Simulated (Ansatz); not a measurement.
Zinc-blende GaP, treated with PBEsol in Ansatz (PAW).

Total energies, extrapolated to zero smearing (they compare only within this program, potentials and cutoff; free atoms with spin allowed, lowest state found):

```
system                    energy (eV/atom)
------------------------  ----------------
zinc-blende GaP, relaxed        -2242.0293
free Ga atom                    -3740.1356
free P atom                      -736.1366
```

Task: Work out the cohesive energy per atom.

Result: E_coh = [1 × (-3740.1356) + 1 × (-736.1366)]/2 − (-2242.0293) = 3.89 eV/atom. The reference value is 3.61 eV/atom (measured, static lattice: zero-point vibration energy added, our sources range from 3.61 to 3.69; as tabulated in Mejia-Rodriguez and Trickey (2018), arXiv:1807.09216), a difference of +0.28 eV/atom.

The PAW data were made under PBE.

Ansatz is a program for electronic structure.
